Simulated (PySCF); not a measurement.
Core binding energy against partial charge

Species: C5H6.
Bonds: C1–C2 (double), C2–C3, C3–C4 (double), C4–C5, C2–C4. Hydrogens: H6, H7 on C1; H8 on C3; H9, H10, H11 on C5.

Binding energies: delta-SCF UKS SCAN, pcX-2 on the ionised atom, pcseg-1 elsewhere, spin-free X2C in PySCF. Charges: PBE0/pcSseg-1 ground-state density, for the ionised atom.

| atom | environment | C 1s (eV) | Mulliken (e) | IAO (e) | Hirshfeld (e) | ESP (e) |
| --- | --- | --- | --- | --- | --- | --- |
| C1 | terminal =CH2 carbon | 289.04 | -0.218 | -0.466 | -0.196 | -0.900 |
| C3 | alkene CH carbon | 290.72 | -0.107 | -0.147 | -0.035 | -0.313 |
| C2 | fully substituted alkene carbon | 290.75 | -0.105 | +0.032 | -0.023 | +0.274 |
| C5 | allylic carbon | 291.51 | -0.200 | -0.434 | -0.097 | -0.516 |

Q: How well does each charge scheme correlate with the binding energies over these sites?

A: Hirshfeld: r = 0.71, slope 9.4 eV per e; ESP: r = 0.52, slope 1.1 eV per e; Mulliken: r = 0.37, slope 6.4 eV per e; IAO: r = 0.30, slope 1.3 eV per e. Hirshfeld charges have the highest r, on only 4 points.

Q: The point-charge model writes a binding energy as kq + V + constant, with V the potential of the other atoms' charges at the site. What does it give with the IAO charges?

A: V = Σ 14.40 eV Å × q/r over all other atoms: +4.40 eV at C1, +1.85 eV at C3, -3.03 eV at C2, +6.38 eV at C5. Fitting binding energy − V to q gives k = 17.4 eV per e and leaves an rms residual of 0.67 eV, against 0.86 eV for the fit on q alone. The model has no term for differences in relaxation between sites.

The unrestricted hole states depart most from a pure doublet (⟨S²⟩ = 0.75; over 0.85 named) for C 1s of C3 (0.88) and C 1s of C2 (0.86), which makes these values less certain. Isolated species at its PBE0-D3(BJ)/def2-SVP geometry, gas phase.
